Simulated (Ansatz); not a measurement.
# AlH3Cl (doublet): the correlation ladder at distance Al1–H4 along a hydrogen transfer = 2.059 Å, cc-pVDZ

An exercise on one series of results from a longer session: the logs are not shown, and one member is left open.

Computed with Ansatz 0.2.0, Gaussian basis. Level: cc-pVDZ, core rule «outside noble gas», up to 10 orbitals frozen.

The runs, in order: UHF; CCSD(T) on ROHF; CCSD(T) on UHF; BCCD(T) on ROHF; CISD; CCSDT(Q) on ROHF; CCSDT(Q) on UHF; CASSCF and MRCISD+Q, 3 electrons in 3 orbitals; CASSCF and NEVPT2, 3 electrons in 3 orbitals.

13 further runs of the same task are left out: 9 for a known fault of the program, 1 for a mislabelled method, 1 that didn't finish, 2 set aside as unsound or not needed.

## The geometry

The geometry derives from fragments relaxed apart (PBE0/def2-TZVP) and kept rigid, so it is no stationary point. A hydrogen atom is moved between rigid fragments.

5 atoms, charge 0, spin multiplicity 2.

Atoms are counted from 1 here; the program's logs count them from 0.

Bond lengths: Al1–H2 1.586 Å, Al1–H3 1.586 Å. Angles: H2–Al1–H3 120.0°.

Set-up of the first run:

Contents of in.yaml:

```yaml
crystal:
  periodic: [false, false, false]
  atoms:
    - {symbol: Al, position_ang: [-2.045370, 0.000000, 0.000000]}
    - {symbol: H, position_ang: [-2.838293, 1.373384, 0.000000]}
    - {symbol: H, position_ang: [-2.838293, -1.373384, 0.000000]}
    - {symbol: H, position_ang: [0.013630, 0.000000, 0.000000]}
    - {symbol: Cl, position_ang: [1.717630, 0.000000, 0.000000]}
basis:
  gaussian: {orbitals: cc-pVDZ}
magnetization: {spin_polarized: true, initial_magnetization: 1}
hamiltonian: {xc: hf}
output: {orbitals: {seedname: orbitals}}
```

Launch:

```bash
> ansatz run in.yaml --threads 1 --pin off --events-out ev --progress --plain --max-ram 2393MiB
```

Among the steps run: UHF; CCSD(T) on ROHF; CCSD(T) on UHF; BCCD(T) on ROHF; CISD; CCSDT(Q) on ROHF; CCSDT(Q) on UHF; CASSCF and MRCISD+Q, 3 electrons in 3 orbitals; CASSCF and NEVPT2, 3 electrons in 3 orbitals.

One table of the session follows, with a row left open; its other results are not shown here.

```
       method  from UCCSDT(Q) (meV)
         ROHF               +6978.3
          UHF               +6765.0
         RMP2               +1114.5
         UMP2               +1196.4
         CISD                +733.6
        RCCSD                +160.6
        UCCSD                +152.6
     RCCSD(T)                     ?
     UCCSD(T)                 +35.5
      BCCD(T)                 +34.5
       RCCSDT                 +11.2
       UCCSDT                 +10.5
    RCCSDT(Q)                   0.0
    UCCSDT(Q)                     0
  CASSCF pair               +6332.9
  NEVPT2 pair               +1055.0
  MRCISD pair                +599.3
MRCISD+Q pair                 +42.3
```

Q: Estimate the row for RCCSD(T) from the others.

The run gave: from UCCSDT(Q) (meV): +33.9. In the column «from UCCSDT(Q) (meV)» it lies between RCCSDT (+11.2) and BCCD(T) (+34.5).

Caveats from the session: Restricted and unrestricted rows rest on different reference determinants; where their highest levels disagree by more than a few hundredths of an eV, they describe different states and don't form one ladder.
